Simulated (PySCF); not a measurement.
# Highest orbital energy against ionisation energy along the second row

Calculated with PySCF 2.14, no spin-orbit coupling. Each cell gives −ε(HOMO) / ΔSCF in eV; NIST values include spin-orbit coupling, (s) semi-empirical, (t) theoretical.

```
                       species              UHF              LDA              PBE             PBE0           r2SCAN  NIST (lowest levels)
Li (dyall-av3z, spin-free X2C)    5.344 / 5.343    3.165 / 5.474    3.227 / 5.590    3.831 / 5.571    3.258 / 5.392                 5.392
Be (dyall-av3z, spin-free X2C)    8.417 / 8.044    5.599 / 9.028    5.609 / 8.998    6.493 / 8.972    5.746 / 8.793                 9.323
 B (dyall-av3z, spin-free X2C)    8.671 / 8.039    4.110 / 8.645    4.167 / 8.670    5.370 / 8.644    4.579 / 8.766                 8.298
 C (dyall-av3z, spin-free X2C)  11.943 / 10.797   6.124 / 11.690   6.094 / 11.538   7.647 / 11.511   6.571 / 11.670                11.260
 N (dyall-av3z, spin-free X2C)  15.528 / 13.889   8.399 / 15.004   8.299 / 14.727  10.210 / 14.697   8.892 / 14.809                14.534
 O (dyall-av3z, spin-free X2C)  14.178 / 12.010   7.437 / 13.993   7.586 / 14.048   9.469 / 13.834   7.904 / 13.704                13.618
 F (dyall-av3z, spin-free X2C)  18.483 / 15.637  10.352 / 17.947  10.293 / 17.643  12.553 / 17.431  10.771 / 17.528                17.423
Ne (dyall-av3z, spin-free X2C)  23.124 / 19.642  13.538 / 22.172  13.333 / 21.644  15.981 / 21.433  13.966 / 21.472                21.565
```

Problem. How far is −ε(HOMO) from ΔSCF on average for each method, and why?

Solution. UHF 1.54 eV; LDA -5.65 eV; PBE -5.53 eV; PBE0 -3.82 eV; r2SCAN -5.06 eV. Hartree-Fock orbital energies lack relaxation and so exceed the ΔSCF value; semilocal functionals have convex E(N) from self-interaction, so their HOMO lies far too high; exact exchange moves hybrids part of the way back.
